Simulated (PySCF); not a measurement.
The calculation used core-valence-separated Tamm–Dancoff BHandHLYP/aug-pcX-1 (pcseg-1 on H) in PySCF, non-relativistic, gas phase, PBE0-D3(BJ)/def2-SVP geometry. No empirical shift is added; at this level the pattern usually sits a few eV under experiment.

Main lines of an unknown, eV (oscillator strength): C K: 284.1 (0.129), 286.8 (0.042), 288.1 (0.025); N K: 397.4 (0.127). Listed: the first five lines at most of each edge with a tenth or more of its strongest line's intensity; roots within 0.03 eV on the same or equivalent atoms are summed. Only the lowest roots were sought, and the top ones are left out.

Question: Which candidate gives them?
A. `C=C=N`
B. `CC#N`
C. `[C-]#[N+]C`

Answer: B. 

- `CC#N`: C K: 284.1 (0.129), 286.8 (0.042), 288.1 (0.025); N K: 397.4 (0.127). First C line listed at 284.1 eV, hole on the nitrile carbon (1s→π*); first N line listed at 397.4 eV, hole on the nitrile nitrogen (1s→π*).
- `C=C=N`: C K: 283.5 (0.076), 284.0 (0.048), 284.9 (0.076), 286.8 (0.030), 287.4 (0.011); N K: 397.2 (0.054), 400.0 (0.010), 400.6 (0.017), 402.2 (0.013), 402.6 (0.007). First C line listed at 283.5 eV, hole on the central carbon of cumulated double bonds; first N line listed at 397.2 eV, hole on the nitrogen bonded to C and H.
- `[C-]#[N+]C`: C K: 283.2 (0.160), 287.4 (0.053), 288.2 (0.027); N K: 398.8 (0.093), 402.4 (0.009). First C line listed at 283.2 eV, hole on the isocyanide carbon (1s→π*); first N line listed at 398.8 eV, hole on the isocyanide nitrogen (1s→π*).

One conformer each; other structures than these candidates weren't tested.
